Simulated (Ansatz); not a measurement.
Cost and result for the atomization energy of C$_{3}$H$_{6}$FNO, SMILES `CC(F)C(=N)O` (12 atoms, 11 bonds).

```xyz
12

C    -0.083    0.321    1.464
C    -0.215   -0.630    0.300
F    -1.505   -1.132    0.267
C     0.091    0.038   -1.019
N     1.089   -0.169   -1.764
O    -0.818    0.966   -1.335
H    -0.771    1.158    1.343
H    -0.314   -0.201    2.394
H     0.936    0.707    1.523
H     0.459   -1.485    0.412
H     1.675   -0.914   -1.401
H    -0.544    1.342   -2.183
```

Total charge 0; spin multiplicity 1. The geometry is a stationary point of PBE0-D4/def2-TZVP. It is one conformer, not always the lowest. Program: Ansatz. All runs use 4 threads of an Arm Neoverse V1 on a shared host. Times are those of one run each, without the atoms' runs, and a repeat can differ threefold. Electronic energies, without spin–orbit coupling; frozen cores. CCSD(T)/CBS adds CCSD(T) − MP2 in def2-TZVPP to the MP2 limit, and its time is that of the two runs behind it. T1 = 0.013. B3LYP takes the VWN-RPA correlation (the form of Gaussian; ORCA's B3LYP/G).

CCSD(T)/CBS is a level of theory with its own doubt, some kJ/mol a heavy atom from the limit and from the frozen cores, so smaller differences don't rank the functionals.

```tsv
level	functions	wall time
PBE-D4/def2-TZVPP (with forces)	270	2.8 s
PBE0-D4/def2-TZVPP	270	2.9 s
B3LYP-D4/def2-TZVPP (with forces)	270	4.8 s
r2SCAN-D4/def2-TZVPP (with forces)	270	5.5 s
B2PLYP/def2-TZVPP	270	6.5 s
ωB97X-V/def2-TZVPP	270	8 s
ωB97M-V/def2-TZVPP (with forces)	270	12 s
MP2/def2-QZVPP	522	32 s
CCSD(T)/def2-TZVPP	270	5.3 min
CCSD(T)/CBS(def2)	–	5.9 min
```

Question: What atomization energy does each give, and how far from CCSD(T)/CBS? (An estimate is asked.)

Answer: The calculation gave: 
```tsv
level	atomization (kcal/mol)	difference from CCSD(T)/CBS	per bond
PBE-D4/def2-TZVPP (with forces)	1199.3	42.2	3.8
PBE0-D4/def2-TZVPP	1166.0	8.9	0.8
B3LYP-D4/def2-TZVPP (with forces)	1159.3	2.2	0.2
r2SCAN-D4/def2-TZVPP (with forces)	1161.3	4.2	0.4
B2PLYP/def2-TZVPP	1147.5	-9.6	-0.9
ωB97X-V/def2-TZVPP	1161.6	4.5	0.4
ωB97M-V/def2-TZVPP (with forces)	1163.4	6.3	0.6
MP2/def2-QZVPP	1171.4	14.3	1.3
CCSD(T)/def2-TZVPP	1125.1	-32.0	-2.9
CCSD(T)/CBS(def2)	1157.1	0.0	0.0
```

In def2-TZVPP, CCSD(T) changes the Hartree–Fock value by +320.1 kcal/mol (the triples alone add +21.0 kcal/mol) and MP2 by +347.5 kcal/mol; breaking electron pairs costs correlation energy, which Hartree–Fock lacks. From PBE to PBE0 (25 % exact exchange), in def2-TZVPP and without D4, the atomization energy moves by −32.4 kcal/mol: exact exchange takes away binding that semilocal exchange gives to molecules. The D4 term adds +8.0 kcal/mol with B3LYP and +4.2 kcal/mol with PBE0; it sums over pairs of atoms, weighted by their polarisabilities, and B3LYP, whose exchange is more repulsive, gets the larger term.
